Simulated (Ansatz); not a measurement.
Z-matrix (Å, degrees):
```
N
P 1 1.692
H 1 1.007 2 116.2
H 1 1.012 2 119.0 3 -140.8
N 2 1.725 1 94.0 3 -168.8
N 2 1.692 1 111.8 3 95.3
H 5 1.012 2 111.4 1 -175.0
H 5 1.012 2 111.4 1 62.9
H 6 1.007 2 116.2 1 -95.3
H 6 1.012 2 119.0 1 45.4
```

Total charge 0; spin multiplicity 1.

(1) List the CAM-B3LYP/def2-TZVPP orbital energies in eV (the Gaussian-basis code of Ansatz). (An estimate is asked.)

Answers

(1) Ansatz gave: Occupied: -2099.52, -390.91, -390.91, -390.88, -180.52, -130.53, -130.52, -130.37, -26.77, -25.09, -24.86, -17.97, -15.69, -15.51, -14.98, -13.43, -12.74, -10.50, -9.81, -8.49, -7.39. Lowest empty: 1.91, 2.16, 2.31, 3.23, 3.72, 3.81, 4.35, 4.50.
